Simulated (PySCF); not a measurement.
## Indirect couplings

Cartesian coordinates in Å; atom numbers follow the order of the lines, from 1:
```xyz
9

B     0.8808    0.4377   -0.6046
O    -0.4491    0.5811   -1.2539
C    -1.4892    0.1322   -0.5026
H     1.1316   -0.7763   -0.3453
H     0.9272    1.0823    0.4846
H     1.7571    0.8796   -1.3783
H    -1.4153   -0.9543   -0.2378
H    -2.4568    0.2640   -1.0386
H    -1.5932    0.6600    0.4806
```

Total charge -1.

Method: B3LYP/pcJ-1//PBE0-D3(BJ)/def2-SVP, PySCF 2.14; isolated molecule, single conformer, non-relativistic. Couplings are averaged over pairs made equivalent by symmetry, fast rotation or ring inversion, so a value needn't be that of the named pair in this geometry, while other rotamers aren't included; one pair stands for each set, and the list holds those of at least 1.5 Hz over up to four bonds.

Isotopes: 13C, 1H, 11B, 17O. Couplings to quadrupolar nuclei such as 17O and 33S are rarely resolved in practice.

| pair | bonds | J (Hz) |
| --- | --- | --- |
| B1, O2 | 1 | 2.9 |
| B1, H4 | 1 | ? |
| O2, C3 | 1 | 24.7 |
| C3, H7 | 1 | 134.2 |
| B1, C3 | 2 | ? |
| O2, H4 | 2 | -6.4 |
| O2, H7 | 2 | ? |
| H4, H5 | 2 | -6.8 |
| H7, H8 | 2 | -9.3 |
| B1, H7 | 3 | 4.3 |
| C3, H4 | 3 | 9.2 |

**Question.** Estimate the withheld couplings, with signs.

**Answer.** 
- 1J(B1,H4) = 96.1 Hz (mean over equivalent pairs that range from 94.4 to 99.6 Hz in this conformer)
- 2J(B1,C3) = -1.5 Hz (angle at O2 114°)
- 2J(O2,H7) = -6.5 Hz (mean over equivalent pairs that range from -11.8 to -3.8 Hz in this conformer)
